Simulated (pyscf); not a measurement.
Cl–GeH₂–Cl → Cl–Ge:–Cl [singlet] + H₂ (1,1-elimination; singlet surface; Ge–H, Ge–H broken, H–H formed). Single points on ωB97X-D3(BJ)/def2-SVP structures (PySCF, gas phase). Energies in kcal/mol from the reactant's lowest minimum found.

```json
[
 {"level": "PBE/def2-TZVP", "barrier": "59.6", "reaction energy": "+9.8"},
 {"level": "r²SCAN/def2-TZVP", "barrier": "64.3", "reaction energy": "+15.4"},
 {"level": "B3LYP-D3(BJ)/def2-TZVP", "barrier": "65.7", "reaction energy": "+9.8"},
 {"level": "PBE0-D3(BJ)/def2-TZVP", "barrier": "…", "reaction energy": "+16.4"},
 {"level": "ωB97M-D3(BJ)/def2-TZVP", "barrier": "…", "reaction energy": "…"},
 {"level": "HF/def2-TZVP", "barrier": "86.4", "reaction energy": "+19.7"}
]
```

Question: What belongs in the gaps?

Answer: 
- PBE0-D3(BJ)/def2-TZVP, barrier: 66.2
- ωB97M-D3(BJ)/def2-TZVP, barrier: 69.2
- ωB97M-D3(BJ)/def2-TZVP, reaction energy: +13.4

The functionals in the table span 9.6 kcal/mol in this barrier, from PBE to ωB97M-D3(BJ)/def2-TZVP. The same reactants have a lower exit, to HCl + Cl–GeH: [singlet] (barrier +56.5 kcal/mol at ωB97M-D3(BJ)/def2-TZVP, against +69.2 kcal/mol here). One saddle was located; it need not be the lowest between these sides. Elements up to Kr have no core potential and no relativistic terms here.
